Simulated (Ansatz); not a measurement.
Basis-set extrapolation for HN+ (`[NH+]`) radical (PBE0-D4/def2-TZVP geometry, frozen core, the Gaussian-basis code of Ansatz). Multiplicity 2, UHF reference.

|  | cc-pV(T+d)Z | cc-pV(Q+d)Z |
| --- | --- | --- |
| HF | -54.518056 | -54.521481 |
| MP2 correlation | -0.099695 | -0.107997 |
| CCSD(T) correlation | -0.131579 | -0.139068 |

Energies in hartree. Use E(X) = E(∞) + A·exp(−5.46·√X) for Hartree–Fock and E(X) = E(∞) + B·X^(−3.05) for correlation, with X = 3 and 4.

Task: What is the CCSD(T) energy at the basis-set limit?

Result: HF limit: -54.521481 + (-0.003425) × 0.30130 = -54.52251. Correlation limit: -0.139068 + (-0.007489) × 0.71189 = -0.14440. Total: -54.66691 hartree, 0.47 eV below CCSD(T)/cc-pV(T+d)Z.

The UHF reference is spin-contaminated (⟨S²⟩ = 1.25, T1 = 0.108).
